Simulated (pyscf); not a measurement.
PySCF, gas phase, ωB97X-D3(BJ)/def2-SVP geometries.

Q: What is the homolytic dissociation enthalpy (298 K, ωB97M-D3(BJ)/def2-TZVP) of the C–N bond of `[CH3][NH][Sn]([NH2])([NH2])[NH2]`, to CH₃• + •HN–Sn(NH₂)(NH₂)–NH₂?

A: C–N to CH₃• + •HN–Sn(NH₂)(NH₂)–NH₂: 85.3 kcal/mol. The 7 functionals that were run give +76.3 (r²SCAN) to +87.5 kcal/mol (M06-2X). Other isomers of •HN–Sn(NH₂)(NH₂)–NH₂ were not searched in full and may lie lower. Elements past Kr carry the def2 core potentials, without spin-orbit coupling.
